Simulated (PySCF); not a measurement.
Cartesian coordinates in Å; atom numbers follow the order of the lines, from 1:
```xyz
10

C    -1.1761   -0.3479    0.0397
C     0.0541    0.5349   -0.0342
C     1.3375   -0.2394    0.0331
O     1.4674   -1.4096    0.1389
Cl    2.7722    0.8381   -0.0619
H    -2.0883    0.2640    0.0014
H    -1.1900   -0.9317    0.9710
H    -1.2041   -1.0603   -0.7972
H     0.0881    1.2767    0.7817
H     0.0892    1.1330   -0.9601
```

- coordinates at the PBE0-D3(BJ)/def2-SVP level
- shielding tensors at CAM-B3LYP/pcSseg-2 (GIAO)
- code: PySCF 2.14
- no relativistic terms, one conformer, rapidly exchanging positions averaged, isolated molecule

Scale: TMS for 13C (182.55 ppm), 1H (31.34 ppm); 17O (329.76 ppm) vs H2O; HCl for 35Cl (934.42 ppm) (reference shieldings calculated alike).

```tsv
atoms	nucleus	count	δ (ppm)
H9/H10	1H	2	2.88
Cl5	35Cl	1	467
C1	13C	1	10.5
O4	17O	1	585.7
C3	13C	1	?
C2	13C	1	?
H6/H7/H8	1H	3	1.10
```

Complete the table.

Results:


- C3: 194.0 ppm, carbonyl carbon
- C2: 45.1 ppm, sp3 CH2 α to a carbonyl; α to the electron-withdrawing carbonyl group

Carbons that carry Cl, above all several Cl atoms, come out too deshielded, partly because spin–orbit coupling is missing. Shifts are as computed, not scaled to solution data. Of 1211 compounds with measured shifts, 218 miss one by over three times the rms of a fit or turn the order of signals round; such compounds aren't used in these exercises. Unscaled 17O shifts of doubly bonded oxygen tend to come out too high, by tens of ppm or more. Experimental scales use liquid or dissolved standards, which lie at an offset from isolated H2O (liquid H2O: subtract about 36 ppm).
